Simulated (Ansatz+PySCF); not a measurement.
doublet C2H3N2: levels of theory in one basis

```xyz
7

H    -2.4546   -0.0214    0.2395
N    -1.5537   -0.3523   -0.0700
C    -0.4975    0.5316    0.0138
C     0.8215    0.1040    0.0012
N     1.9319   -0.2565    0.0040
H    -1.3689   -1.3209    0.1451
H    -0.7346    1.6363   -0.0096
```

Basis set: cc-pVTZ (spherical functions). Correlated methods keep 4 orbitals frozen. Correlation on ROHF uses semicanonical orbitals with singles. Charge 0, multiplicity 2.

Computed with Ansatz (development build ahead of 0.2.0) and PySCF 2.14.0; each method stands on the lowest determinant of its kind that the runs found.

| method | E − E(ROHF) (eV) | <S²> of the determinant |
| --- | --- | --- |
| ROHF | 0.00 | 0.75 |
| UHF | -0.35 | 0.91 |
| UHF-MP2 | -18.73 | 0.91 |

**Question.** What does ROHF-MP2 give on the same scale?

**Answer.** -19.17 eV.

Caution for UHF, UHF-MP2: the unrestricted determinant is spin contaminated. Caution for ROHF-MP2, UHF-MP2: forces differ strongly between restricted and unrestricted references.
